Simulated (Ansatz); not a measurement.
**doublet CH3Al+ at 6 levels**

Wanted: a comparison of 6 runs (UB3LYP/6-31G*, U-wB97X/cc-pVTZ, UBLYP/cc-pVTZ, RPA@PBE/cc-pVTZ, UCCSD/cc-pVTZ) of doublet CH3Al+. 

The calculation is run with Ansatz 0.2.0.

68 further runs of the same task are left out: 68 set aside as unsound or not needed.

### 1 Starting point

CH3Al+: 5 atoms, total charge +1, spin state doublet. As SMILES of the parent species, `C[Al]`. Geometry: relaxed at PBE0-D4/def2-TZVP. That shape belongs to the parent species and isn't relaxed for this state.

Bond lengths: C1–Al2 1.988 Å, C1–H3 1.098 Å, C1–H4 1.098 Å, C1–H5 1.098 Å. Angles: Al2–C1–H3 111.8°, Al2–C1–H4 111.8°, Al2–C1–H5 111.8°, H3–C1–H4 107.1°, H3–C1–H5 107.1°, H4–C1–H5 107.1°.

### 2 A single-point energy at UB3LYP/6-31G(d) (spherical functions) (run 1)

The input, job.yaml:

```yaml
crystal:
  periodic: [false, false, false]
  atoms:
    - {symbol: C, position_ang: [-0.131220, -0.057510, 0.054000]}
    - {symbol: Al, position_ang: [1.572690, 0.689240, -0.647230]}
    - {symbol: H, position_ang: [-0.230740, -1.127460, -0.171770]}
    - {symbol: H, position_ang: [-0.205100, 0.049890, 1.144270]}
    - {symbol: H, position_ang: [-1.005630, 0.445840, -0.379270]}
basis:
  gaussian: {orbitals: 6-31G_st_-spherical.json}
total_charge: 1
magnetization: {spin_polarized: true, initial_magnetization: 1}
hamiltonian: {xc: {name: B3LYP}}
accuracy: high
output: {orbitals: {seedname: orbitals}}
```

The basis set 6-31G* is read from a file made from the Basis Set Exchange's data (not shown).

Launch:

```bash
$ ansatz run job.yaml --threads 1 --pin off --max-ram 3480MiB --events-out events.jsonl --progress --plain --runs-dir runs
```

Log:

```text
Warning: RAYON_NUM_THREADS=1 ignored (pool sized by the plan → 1); use --threads N
Functional definition: B3LYP
  name "B3LYP"
  parameter a0 = 0.2
  parameter ax = 0.72
  parameter ac = 0.81
  exchange = (1 - a0 - ax)*slater_x + ax*b88_x + a0*exact_x
  correlation = (1 - ac)*vwn_rpa_c + ac*lyp_c
819 factors; integrals over basis functions are off by at most 3.7e-9 eV
mean field evaluation 1: about -7658.2470 eV, gradient 5.4e1 eV
mean field evaluation 2: about -7588.9767 eV, gradient 1.0e2 eV
mean field evaluation 4: about -7674.1761 eV, gradient 4.2e0 eV
mean field evaluation 8: about -7674.3946 eV, gradient 5.5e-1 eV
mean field evaluation 16: about -7674.3970 eV, gradient 5.6e-5 eV
mean field -7674.39696819 eV, -282.0288866880 hartree, gradient 1.2e-8 eV, S^2 0.756422; 0 other end points of the search recorded, 0 dependent functions left out
reference -7674.39699797 eV, -282.0288877821 hartree; 11, 10 occupied and 27, 28 virtual orbitals, 819 factors
Total energy: -7674.39699797 eV, -282.0288877821 hartree
```

Run time: 1.9 s. Hardware: 1 thread of Intel Xeon 6975P-C (Granite Rapids), shared host; peak memory 0.16 GiB.

### 3 A single-point energy at UB3LYP/6-31G(d) (Cartesian functions) (run 2)

The input, input.yaml:

```yaml
crystal:
  periodic: [false, false, false]
  atoms:
    - symbol: C
      position_ang: [-0.131220, -0.057510, 0.054000]
    - symbol: Al
      position_ang: [1.572690, 0.689240, -0.647230]
    - symbol: H
      position_ang: [-0.230740, -1.127460, -0.171770]
    - symbol: H
      position_ang: [-0.205100, 0.049890, 1.144270]
    - symbol: H
      position_ang: [-1.005630, 0.445840, -0.379270]
basis:
  gaussian: {orbitals: "6-31G*"}
total_charge: 1
magnetization: {spin_polarized: true, initial_magnetization: 1}
hamiltonian: {xc: {name: B3LYP}}
accuracy: high
output: {orbitals: {seedname: orbitals}}
```

Launch:

```bash
$ ansatz run input.yaml --threads 1 --pin off --max-ram 3480MiB --events-out events.jsonl --progress --plain --runs-dir runs
```

Log:

```text
Warning: RAYON_NUM_THREADS=1 ignored (pool sized by the plan → 1); use --threads N
Functional definition: B3LYP
  name "B3LYP"
  parameter a0 = 0.2
  parameter ax = 0.72
  parameter ac = 0.81
  exchange = (1 - a0 - ax)*slater_x + ax*b88_x + a0*exact_x
  correlation = (1 - ac)*vwn_rpa_c + ac*lyp_c
840 factors; integrals over basis functions are off by at most 3.6e-9 eV
mean field evaluation 1: about -7658.3000 eV, gradient 5.5e1 eV
mean field evaluation 2: about -7589.1698 eV, gradient 1.0e2 eV
mean field evaluation 4: about -7674.2498 eV, gradient 4.5e0 eV
mean field evaluation 8: about -7674.4673 eV, gradient 5.2e-1 eV
mean field evaluation 16: about -7674.4695 eV, gradient 7.4e-5 eV
mean field -7674.46947026 eV, -282.0315510897 hartree, gradient 2.1e-8 eV, S^2 0.756393; 0 other end points of the search recorded, 0 dependent functions left out
reference -7674.46950001 eV, -282.0315521830 hartree; 11, 10 occupied and 29, 30 virtual orbitals, 840 factors
Total energy: -7674.46950001 eV, -282.0315521830 hartree
```

It took 2 s on 1 thread of Intel Xeon 6975P-C (Granite Rapids), shared host; peak memory 0.17 GiB.

Run 3 isn't shown in full; the table further down has it.

### 4 A single-point energy at UBLYP/cc-pVTZ (run 4)

The input, in.yaml:

```yaml
crystal:
  periodic: [false, false, false]
  atoms:
    - {symbol: C, position_ang: [-0.131220, -0.057510, 0.054000]}
    - {symbol: Al, position_ang: [1.572690, 0.689240, -0.647230]}
    - {symbol: H, position_ang: [-0.230740, -1.127460, -0.171770]}
    - {symbol: H, position_ang: [-0.205100, 0.049890, 1.144270]}
    - {symbol: H, position_ang: [-1.005630, 0.445840, -0.379270]}
basis:
  gaussian:
    orbitals: cc-pVTZ
total_charge: 1
magnetization:
  spin_polarized: true
  initial_magnetization: 1
hamiltonian:
  xc: {name: BLYP}
accuracy: high
output: {orbitals: {seedname: orbitals}}
```

Launch:

```bash
$ ansatz run in.yaml --threads 1 --pin off --max-ram 3480MiB --events-out events.jsonl --progress --plain --runs-dir runs
```

Log:

```text
Warning: RAYON_NUM_THREADS=1 ignored (pool sized by the plan → 1); use --threads N
Functional definition: BLYP
  name "BLYP"
  parameter beta = 0.0042
  parameter a = 0.04918
  parameter b = 0.132
  parameter c = 0.2533
  parameter d = 0.349
  exchange = b88_x(beta = beta)
  correlation = lyp_c(a = a, b = b, c = c, d = d)
1819 factors; integrals over basis functions are off by at most 3.2e-9 eV
mean field evaluation 1: about -7649.7637 eV, gradient 7.2e1 eV
mean field evaluation 2: about -7493.4800 eV, gradient 1.1e2 eV
mean field evaluation 4: about -7673.5926 eV, gradient 1.1e1 eV
mean field evaluation 8: about -7674.4590 eV, gradient 2.6e-1 eV
mean field evaluation 16: about -7674.4594 eV, gradient 2.8e-5 eV
mean field -7674.45939280 eV, -282.0311807499 hartree, gradient 5.1e-8 eV, S^2 0.753601; 0 other end points of the search recorded, 0 dependent functions left out
reference -7674.45943796 eV, -282.0311824097 hartree; 11, 10 occupied and 95, 96 virtual orbitals, 1819 factors
Total energy: -7674.45943796 eV, -282.0311824097 hartree
```

It took 3.9 s on 1 thread of Intel Xeon 6975P-C (Granite Rapids), shared host; peak memory 0.29 GiB.

Run 5 isn't shown in full; the table further down has it.

### 5 A single-point energy at UCCSD/cc-pVTZ (run 6)

The input, molecule.yaml:

```yaml
crystal:
  periodic: [false, false, false]
  atoms:
    - {symbol: C, position_ang: [-0.131220, -0.057510, 0.054000]}
    - {symbol: Al, position_ang: [1.572690, 0.689240, -0.647230]}
    - {symbol: H, position_ang: [-0.230740, -1.127460, -0.171770]}
    - {symbol: H, position_ang: [-0.205100, 0.049890, 1.144270]}
    - {symbol: H, position_ang: [-1.005630, 0.445840, -0.379270]}
basis:
  gaussian:
    orbitals: cc-pVTZ
total_charge: 1
magnetization:
  spin_polarized: true
  initial_magnetization: 1
correlation:
  method: ccsd
  frozen_orbitals: {Al: 5, C: 1, H: 0}
accuracy: high
scf:
  omitted_lower_state_checks: [cluster_reference, increment]
```

Launch:

```bash
$ ansatz run molecule.yaml --threads 1 --pin off --max-ram 3480MiB --events-out events.jsonl --progress --plain --runs-dir runs
```

Log:

```text
Warning: RAYON_NUM_THREADS=1 ignored (pool sized by the plan → 1); use --threads N
Functional definition: HF
  name "HF"
  exchange = exact_x
  correlation = 0
these checks for a lower state are left out or cut short: cluster_reference, increment
1819 factors; integrals over basis functions are off by at most 3.2e-9 eV
mean field evaluation 1: about -7647.3086 eV, gradient 3.5e1 eV
mean field evaluation 2: about -7647.3109 eV, gradient 3.5e1 eV
mean field evaluation 4: about -7653.7882 eV, gradient 2.4e0 eV
mean field evaluation 8: about -7653.9096 eV, gradient 1.4e-3 eV
mean field -7653.90955744 eV, -281.2759882296 hartree, gradient 2.0e-8 eV, S^2 0.782390; 0 other end points of the search recorded, 0 dependent functions left out
6 core orbitals not correlated: weight in the atoms' cores, before any rotation towards them, 1.000 or more for the frozen orbitals, at most 0.000 for the correlated occupied ones
reference -7653.90955744 eV, -281.2759882296 hartree; 5, 4 occupied and 95, 96 virtual orbitals, 1819 factors
second order -5.65773664 eV of doubles, -0.00000000 eV of singles
cycle   1  -6.05276711 eV  change   -4.0e-1 eV  update   6.0e-2
cycle   2  -6.25343406 eV  change   -2.0e-1 eV  update   2.4e-2
cycle   3  -6.29048407 eV  change   -3.7e-2 eV  update   1.1e-2
cycle   4  -6.28839267 eV  change    2.1e-3 eV  update   3.9e-3
cycle   5  -6.28869743 eV  change   -3.0e-4 eV  update   1.5e-3
cycle   6  -6.28907601 eV  change   -3.8e-4 eV  update   7.9e-4
cycle   7  -6.28929427 eV  change   -2.2e-4 eV  update   3.8e-4
cycle   8  -6.28937880 eV  change   -8.5e-5 eV  update   1.2e-4
cycle   9  -6.28936842 eV  change    1.0e-5 eV  update   3.7e-5
cycle  10  -6.28936589 eV  change    2.5e-6 eV  update   1.1e-5
cycle  11  -6.28936776 eV  change   -1.9e-6 eV  update   3.7e-6
cycle  12  -6.28936739 eV  change    3.7e-7 eV  update   1.3e-6
cycle  13  -6.28936771 eV  change   -3.2e-7 eV  update   3.8e-7
cycle  14  -6.28936763 eV  change    7.5e-8 eV  update   1.3e-7
cycle  15  -6.28936759 eV  change    4.7e-8 eV  update   5.5e-8
cycle  16  -6.28936758 eV  change    4.4e-9 eV  update   2.8e-8
cycle  17  -6.28936757 eV  change    1.2e-8 eV  update   1.9e-8
cycle  18  -6.28936760 eV  change   -2.6e-8 eV  update   8.6e-8
cycle  19  -6.28936759 eV  change    5.6e-9 eV  update   2.5e-8
cycle  20  -6.28936759 eV  change    2.5e-9 eV  update   7.6e-9
cycle  21  -6.28936759 eV  change    1.4e-9 eV  update   2.7e-9
cycle  22  -6.28936759 eV  change   2.2e-10 eV  update  9.6e-10
Total energy: -7660.19892502 eV, -281.5071182253 hartree
Checks for a lower state left out: cluster_reference, increment
```

It took 14 s on 1 thread of Intel Xeon 6975P-C (Granite Rapids), shared host; peak memory 1.1 GiB.

### 6 Overview of the runs

```csv
run,level,Cartesian functions,frozen core orbitals,energy (Eh),HOMO energy (eV),LUMO energy (eV),⟨S²⟩,wall time
1,UB3LYP/6-31G* (spherical functions),no,–,-282.028888,-12.95,-10.11,0.756,1.9 s
2,UB3LYP/6-31G* (Cartesian functions),yes,–,-282.031552,-12.94,-10.10,0.756,2 s
3,U-wB97X/cc-pVTZ,no,–,-282.021443,-15.37,-8.22,0.759,18 s
4,UBLYP/cc-pVTZ,no,–,-282.031182,-11.92,-10.69,0.754,3.9 s
5,RPA@PBE/cc-pVTZ,no,6,-281.654460,–,–,0.754,6.3 s
6,UCCSD/cc-pVTZ,no,6,-281.507118,–,–,0.782,14 s
```

### 7 Summary of results

| quantity | value |
| --- | --- |
| run 6: total energy | -281.50712 Eh |
| run 6: correlation energy (6 core orbitals frozen) | -231.1 mEh |
| run 6: ⟨S²⟩ of the reference determinant | 0.782 |
| run 6: T1 diagnostic | 0.016 |

What this shows: Totals of different functionals can't be ranked against each other. All runs together took 46 s, the longest 18 s.
